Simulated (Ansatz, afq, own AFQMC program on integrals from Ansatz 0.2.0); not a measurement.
TiSiH2, quintet: a scan with AFQMC

```xyz
4

Ti    0.0000    0.0000    0.8765
Si    0.0000    0.0000   -1.6168
H     0.0000    1.5279    1.7139
H     0.0000   -1.5279    1.7139
```

The Ti1–Si2 distance is changed with both sides rigid. Energies in mEh count from this geometry (2.493 Å) at the same level; the start stands on UHF, each point on the determinant named.

Basis def2-TZVP. Only valence electrons are correlated. Integrals, coupled cluster, full CI and functionals: Ansatz 0.2.0; the random walks run on the same integrals in our own AFQMC program. ph-AFQMC/CISD is guided by a CISD state made of CCSD amplitudes; releasing the constraint for a short imaginary time cuts its bias at the price of noise, slowly where states lie close. Error bars are statistical, one sigma. The metal's outer-core s and p shells are frozen, which shifts wave-function levels against functionals.

Cautions, each for one point or more: (T) is large; higher spins were not checked; lower spins were not checked; no relativity below Rb; outer-core shells of the metal frozen; raised T1 diagnostic; released walk and highest rung disagree; strong correlation; the ph-AFQMC/CISD walk drifts between its halves; the search met a lower determinant of the same kind, perhaps of another symmetry; unrestricted determinant slightly spin contaminated.

| r(Ti1–Si2) / Å | det. | T1 | weight | ⟨S²⟩ | CCSD(T) | ph-AFQMC/CISD | CCSDT(Q) | MP2 | PBE |
| --- | --- | --- | --- | --- | --- | --- | --- | --- | --- |
| 2.209 | UHF | 0.041 | 0.84 | 6.04 | 19.1 | 19.0 ± 0.5 | 19.4 | 18.4 | 15.5 |
| 2.738 | UHF | 0.046 | 0.83 | 6.04 | 5.0 | 6.5 ± 0.5 | 4.6 | 5.8 | 4.9 |
| 3.421 | UHF¶ | 0.064 | 0.78 | 6.05 | 44.3 | 44.3 ± 0.5 | 40.9 | 51.2 | 37.4 |
| 4.623 | UHF† | 0.031 | 0.86 | 6.03 | 65.2 | 65.3 ± 0.5 | 66.9 | 62.7 | 73.4 |
| 6.611 | UHF† | 0.031 | 0.86 | 6.04 | 66.8 | 66.6 ± 0.4 | 68.5 | 64.3 | 81.5 |

Weight is that of the determinant in the CISD state; at the start T1 is 0.043 and the weight 0.83, and ⟨S²⟩ is 6.04. ¶ marks points with a poor determinant and no full CI, where no value is sure; they don't count among the departures. A dagger marks points whose determinant fills other symmetries than the start's, so the wave-function levels may follow another state there, or a degenerate partner. Largest departures from phaseless AFQMC with a CISD trial: CCSD(T) -1.4 mEh at 2.738 (on UHF), CCSDT(Q) 1.9 mEh at 6.611 (on UHF), MP2 -2.7 mEh at 4.623 (on UHF), PBE -3.5 mEh at 2.209. The walk's constraint bias lies outside its error bars, so these are departures and not errors. Functionals count only at points shown to share the start's state and spin. In total energy ph-AFQMC/CISD lies 85 ± 11 meV above CCSDT(Q) at the start, so its agreement along the curve rests in part on cancellation.

Some points may be missing: those where a free walk finds a much lower state, and past Zn most of those on another determinant than at the start.

CCSDT and higher add their correlation energy to the determinant of the CCSD(T) run, since their own runs factorise the integrals more tightly (a shift of under 2 meV). A walk keeps the symmetry of its determinant, which the program's search chose and which needn't be the lowest solution, so a lower state of the same spin and another symmetry isn't excluded.
